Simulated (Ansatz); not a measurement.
# C5H10O: the cost of one run

Program: Ansatz 0.2.0. Level of theory: the levels named in each step. These are calculated values, not measurements.

## Step 1: The structure to begin with

Bond lengths (14 of 15 bonds, heavy atoms first): C1–C2 1.532 Å, C2–C3 1.527 Å, C2–C4 1.535 Å, C2–C5 1.512 Å, C5–O6 1.197 Å, C1–H7 1.087 Å, C1–H8 1.088 Å, C1–H9 1.088 Å, C3–H10 1.088 Å, C3–H11 1.087 Å, C3–H12 1.086 Å, C4–H13 1.087 Å, C4–H14 1.088 Å, C4–H15 1.088 Å. Angles (14 of 27 angles, heavy atoms first): C1–C2–C3 110.7°, C1–C2–C4 109.8°, C1–C2–C5 107.6°, C3–C2–C4 110.7°, C3–C2–C5 110.4°, C4–C2–C5 107.5°, C2–C5–O6 126.2°, C2–C1–H7 109.9°, C2–C1–H8 110.9°, C2–C1–H9 110.5°, C2–C3–H10 110.3°, C2–C3–H11 110.5°, C2–C3–H12 110.3°, C2–C4–H13 109.8°.

Structure file:

```xyz
16

C     1.2717   -1.1612    0.3671
C     0.0006   -0.4074   -0.0360
C    -1.0374   -0.4610    1.0822
C    -0.5675   -1.0024   -1.3318
C     0.3907    1.0244   -0.3266
O    -0.0392    1.9995    0.2195
H     1.0347   -2.2028    0.5708
H     2.0124   -1.1252   -0.4291
H     1.7057   -0.7247    1.2638
H    -1.9277    0.0962    0.7970
H    -1.3254   -1.4895    1.2850
H    -0.6380   -0.0152    1.9882
H    -0.8487   -2.0402   -1.1689
H     0.1708   -0.9661   -2.1301
H    -1.4498   -0.4521   -1.6509
H     1.1488    1.1099   -1.1329
```

## Step 2: A rough first relaxation, PBE-D4/def2-SVP

This run stands in another session on the same molecule. It ended at:

```xyz
16

C     1.2774   -1.1670    0.3706
C    -0.0072   -0.4109   -0.0304
C    -1.0482   -0.4444    1.0922
C    -0.5712   -1.0066   -1.3382
C     0.3978    1.0318   -0.3347
O    -0.0358    2.0211    0.2170
H     1.0529   -2.2420    0.5279
H     2.0549   -1.0981   -0.4189
H     1.7059   -0.7657    1.3115
H    -1.9545    0.1276    0.8113
H    -1.3478   -1.4884    1.3157
H    -0.6479    0.0110    2.0196
H    -0.8090   -2.0809   -1.1954
H     0.1605   -0.9320   -2.1697
H    -1.5009   -0.4887   -1.6503
H     1.1752    1.1151   -1.1610
```

## Step 3: Relaxation, PBE0-D4/def2-TZVP

This run stands in another session on the same molecule. It ended at:

```xyz
16

C     1.2644   -1.1592    0.3679
C    -0.0080   -0.4079   -0.0299
C    -1.0402   -0.4465    1.0829
C    -0.5669   -1.0009   -1.3251
C     0.3987    1.0156   -0.3371
O    -0.0202    1.9991    0.2057
H     1.0388   -2.2179    0.5186
H     2.0300   -1.0888   -0.4099
H     1.6835   -0.7654    1.2968
H    -1.9361    0.1118    0.8059
H    -1.3275   -1.4790    1.2963
H    -0.6466   -0.0006    1.9981
H    -0.7979   -2.0591   -1.1796
H     0.1551   -0.9266   -2.1432
H    -1.4839   -0.4917   -1.6310
H     1.1586    1.0992   -1.1493
```

## Step 4: Relaxation, PBE0-D4/def2-SVP

This run stands in another session on the same molecule. It ended at:

```xyz
16

C     1.2693   -1.1631    0.3680
C    -0.0058   -0.4113   -0.0326
C    -1.0407   -0.4438    1.0837
C    -0.5676   -1.0042   -1.3304
C     0.3950    1.0217   -0.3324
O    -0.0328    1.9974    0.2205
H     1.0451   -2.2293    0.5278
H     2.0409   -1.0984   -0.4162
H     1.6951   -0.7621    1.3008
H    -1.9410    0.1222    0.8034
H    -1.3364   -1.4806    1.3064
H    -0.6432    0.0097    2.0033
H    -0.8085   -2.0691   -1.1862
H     0.1598   -0.9356   -2.1554
H    -1.4883   -0.4871   -1.6422
H     1.1608    1.1156   -1.1513
```

## Step 5: Frequencies, PBE0-D4/def2-SVP

Contents of input.yaml:

```yaml
crystal:
  periodic: [false, false, false]
  atoms:
    - { symbol: C, position_ang: [1.26930874, -1.16305387, 0.36795204] }
    - { symbol: C, position_ang: [-0.00580824, -0.41134964, -0.03259224] }
    - { symbol: C, position_ang: [-1.04068325, -0.44382503, 1.08369308] }
    - { symbol: C, position_ang: [-0.5676339, -1.00424825, -1.330393] }
    - { symbol: C, position_ang: [0.39498863, 1.02172157, -0.33238708] }
    - { symbol: O, position_ang: [-0.03280436, 1.99741382, 0.22051822] }
    - { symbol: H, position_ang: [1.04511787, -2.22928686, 0.52776781] }
    - { symbol: H, position_ang: [2.04092525, -1.09841863, -0.41619629] }
    - { symbol: H, position_ang: [1.69514459, -0.76212061, 1.30076685] }
    - { symbol: H, position_ang: [-1.94100826, 0.12216054, 0.80344133] }
    - { symbol: H, position_ang: [-1.33636566, -1.4806065, 1.30636077] }
    - { symbol: H, position_ang: [-0.64318432, 0.00971775, 2.00334855] }
    - { symbol: H, position_ang: [-0.80846146, -2.06908332, -1.18624243] }
    - { symbol: H, position_ang: [0.15978531, -0.93555084, -2.15538202] }
    - { symbol: H, position_ang: [-1.4882723, -0.48709596, -1.64217061] }
    - { symbol: H, position_ang: [1.16083135, 1.11561584, -1.15126502] }
basis:
  gaussian: { orbitals: def2-SVP }
hamiltonian:
  xc: pbe0
  dispersion: d4
phonons: {}
```

Started as:

```sh
ansatz run input.yaml --threads 8 --pin off --max-ram 22528MiB --backend cpu --events-out ev --progress --plain --runs-dir out
```

**Question.** How long does this run take on 8 threads of Intel Xeon Platinum 8488C (Sapphire Rapids), shared host, and how much memory does it need?

About 68 s, with a peak of 0.39 GiB.
